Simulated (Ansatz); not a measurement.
A run on `[CH2]C(F)CF` radical with other settings.

```yaml
crystal:
  periodic: [false, false, false]
  atoms:
    - {symbol: C, position_ang: [-0.247183, 0.041547, 1.240087]}
    - {symbol: C, position_ang: [0.341488, -0.651357, -0.109268]}
    - {symbol: F, position_ang: [1.578392, -0.783347, 0.322582]}
    - {symbol: C, position_ang: [0.151231, 0.528602, -0.891168]}
    - {symbol: F, position_ang: [-1.245370, 0.769923, -1.325433]}
    - {symbol: H, position_ang: [-1.329376, 0.299172, 1.295913]}
    - {symbol: H, position_ang: [0.038954, -0.627888, 2.226409]}
    - {symbol: H, position_ang: [-0.245249, -1.506315, -0.424476]}
    - {symbol: H, position_ang: [0.557590, 0.229524, -1.932691]}
    - {symbol: H, position_ang: [0.475214, 1.460339, -0.654619]}
basis:
  gaussian: {orbitals: cc-pVTZ}
magnetization: {spin_polarized: true, initial_magnetization: 1}
hamiltonian: {xc: {name: PBE0}}
```

```sh
$ ansatz run in.yaml --threads 4 --pin off --events-out ev --progress --plain --max-ram 10444MiB
```

Shortened log:

```
Functional definition: PBE0
1111 factors; their error is unknown
mean field evaluation 1: about -8612.6519 eV, gradient 2.8e1 eV
mean field evaluation 2: about -8612.6226 eV, gradient 2.8e1 eV
mean field evaluation 4: about -8616.0762 eV, gradient 1.4e0 eV
mean field evaluation 8: about -8616.0871 eV, gradient 7.9e-2 eV
mean field evaluation 16: about -8616.0748 eV, gradient 4.4e-4 eV
mean field -8616.07476655 eV, -316.6349074856 hartree, gradient 5.8e-5 eV, S^2 0.754233; 0 other end points of the search recorded, 0 dependent functions left out
reference -8616.07479089 eV, -316.6349083800 hartree; 21, 20 occupied and 199, 200 virtual orbitals, 1111 factors
Total energy: -8616.07479089 eV, -316.6349083800 hartree
```

Run time 3.3 s (4 threads of an Arm Neoverse V2 on a shared host); peak host memory 0.57 GiB.
